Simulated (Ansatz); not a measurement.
Input:

```yaml
crystal:
  periodic: [false, false, false]
  atoms:
    - { symbol: Si, position_ang: [-0.114625, 0.09486, -0.753929] }
    - { symbol: F, position_ang: [1.54402, 0.035311, 1.487156] }
    - { symbol: H, position_ang: [2.085468, 0.128151, 0.732381] }
    - { symbol: H, position_ang: [-1.196301, 0.859048, 0.038499] }
    - { symbol: "N", position_ang: [-0.979536, -1.406417, -0.768945] }
    - { symbol: H, position_ang: [-1.87801, -1.598508, -0.316844] }
    - { symbol: H, position_ang: [-0.601517, -2.241945, -1.223819] }
basis:
  gaussian: { orbitals: def2-SVP }
hamiltonian:
  xc: pbe
relax:
  f_tol: 0.03
  max_steps: 50
```

Launched with:

```bash
$ ansatz run input.yaml --threads 1 --pin off --max-ram 2048MiB --backend cpu --events-out ev --progress --plain --runs-dir out
```

Hardware: 1 thread of AMD EPYC 9R45 96-Core Processor (Zen 5), on a shared host.

Roughly how long does this run take, and how much memory?

5.5 s, with a peak of 0.14 GiB, for 9 ionic steps.
